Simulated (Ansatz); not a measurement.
**Relaxing Pd in the fcc type**

First guess:

```yaml
crystal:
  lattice:
    - [0.00000, 1.81189, 1.81189]
    - [1.81189, 0.00000, 1.81189]
    - [1.81189, 1.81189, 0.00000]
  atoms:
    - { symbol: Pd, position: [0.00000, 0.00000, 0.00000] }
```

Level of theory: DFT, PBE, PAW with Ansatz's default frozen-core files, scalar-relativistic (Ansatz 0.2.0).

Cell and atoms relax within the symmetry of the start on a 19×19×19 k mesh with 0.08 eV Fermi–Dirac smearing.

The start is built from a prototype, known or not as a phase of this compound; the cutoff is 420 eV.

Spin polarisation is left out, and whether a magnetic state lies lower isn't shown here.

**Question.** What is the pressure of the first guess?

**Answer.** 84.8 GPa.

**Question.** What does it relax to?

**Answer.** a = 3.945 Å, b = 3.945 Å, c = 3.945 Å, α = 90.00°, β = 90.00°, γ = 90.00° (conventional cell), 15.35 Å³ per atom:
```xyz
1
Lattice="0.0000 1.9726 1.9726 1.9726 0.0000 1.9726 1.9726 1.9726 0.0000" Properties=species:S:1:pos:R:3 pbc="T T T"
Pd    0.0000    0.0000    0.0000
```

**Question.** How much energy does the relaxation release?

**Answer.** 700 meV/atom.
